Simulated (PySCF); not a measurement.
# How the method moves the gas-phase deprotonation enthalpies of methyl cation

Structure: `[CH3+]` ([CH3]+). Atom numbers as in the mapped SMILES `[CH3+:1]`.

All levels share the PBE0-D3(BJ)/ma-def2-SVP structures and the PBE0-D3(BJ)/ma-def2-SVP thermal terms; only the single-point energies (PySCF) change. Values are gas-phase deprotonation enthalpies (298 K, kJ/mol).

```jsonl
{"level": "HF/aug-cc-pVTZ", "C1": "782", "time": "0.45 s"}
{"level": "PBE0-D3(BJ)/ma-def2-TZVP", "C1": "805", "time": "–"}
{"level": "MP2/aug-cc-pVTZ", "C1": "818", "time": "2.9 s"}
{"level": "CCSD(T)/aug-cc-pVTZ", "C1": "824", "time": "54 s"}
```

Times are wall times for all single points of a level on 1 thread of Arm Neoverse V1, a shared host; the dash marks the run that also made the structures.

Hartree-Fock leaves out electron correlation, so its deprotonation energies can be off by tens of kJ/mol.

The spread: 42 kJ/mol, from 782 to 824.
